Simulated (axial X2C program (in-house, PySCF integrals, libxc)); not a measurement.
What spin–orbit coupling does to P₂⁻

Calculated with an in-house relativistic program for diatomic molecules. Spin-free means the one-electron spin-free X2C Hamiltonian; two-component (2c) means X2C with spin–orbit coupling and atomic mean-field two-electron Coulomb and Gaunt terms, so the difference of the two also holds small scalar two-electron terms. Basis: P dyall-av3z [9s8p3d2f] (cores contracted in-house); Gaussian nuclei, density fitting, unrestricted open shells. Masses: P 30.974 u.

Spin-free state: M_S = 1/2, Λ = 1 (beyond evenly filled blocks: π+α); fragments P- + P.

```csv
level,Re (Å),ωe (cm⁻¹),De (eV)
PBE0,1.974,693.7,4.666
HF,1.950,751.3,2.063
MP2,1.999,643.1,4.693
CCSD,1.985,682.3,4.202
CCSD(T),2.000,652.8,4.515
M06,1.979,681.6,4.860
```

Correlated methods: 11 electrons correlated (number of frozen shells: P 2 s, 1 p), 201 virtual spin orbitals or spinors in MP2, 90 natural virtuals in coupled cluster.

Question: Within this multiplet, which Ω should lie lowest by the rule for regular and inverted multiplets?

Answer: The open π shell holds one electron, so the multiplet is regular: Ω = Λ − 1/2 = 1/2. The PBE0 2c search agrees, though Ω = 3/2 of the search lies only 0.03 eV higher.

Two-component determinant lowest at the distance of the search:

Ω = 1/2 (⟨Sz⟩ = -0.50, ⟨Lz⟩ = 1.00 at HF); fragments P- + P.

```
  level  Re (Å)  ωe (cm⁻¹)  De (eV)
   PBE0   1.974      693.3    4.679
     HF   1.951      750.7    2.077
    MP2   2.000      643.0    4.697
   CCSD   1.985      682.0    4.214
CCSD(T)   2.001      652.5    4.521
    M06   1.980      681.2    4.862
```

Question: From the two tables, how do the constants change at the CCSD(T) level (2c against spin-free)?

Answer: At the CCSD(T) level Re is unchanged within 0.001 Å and ωe goes down by 0.3 cm⁻¹; De changes by 0.006 eV.

Occupations by symmetry block were frozen at the best pattern of an incomplete PBE0 search. Dissociation energies refer to the lowest single-determinant-based atoms at the same level and basis. Density functionals use the spin component along the axis (collinear). CCSD and (T) use frozen natural virtuals with an MP2 correction for the truncation; (T) itself is uncorrected, so its De runs slightly low. A 2c atom that is not at its ground J level misses part of its spin–orbit lowering, and De is too large by that part (0.04 eV or less for light atoms). This holds for PBE0, CCSD. The functionals have no current-density term, which raises determinants with orbital currents, atoms included. The highest occupied level of some functionals is positive through self-interaction error; at Hartree–Fock it is bound. Hartree–Fock gets electron affinities wrong, so its lowest charge split need not be the true one.
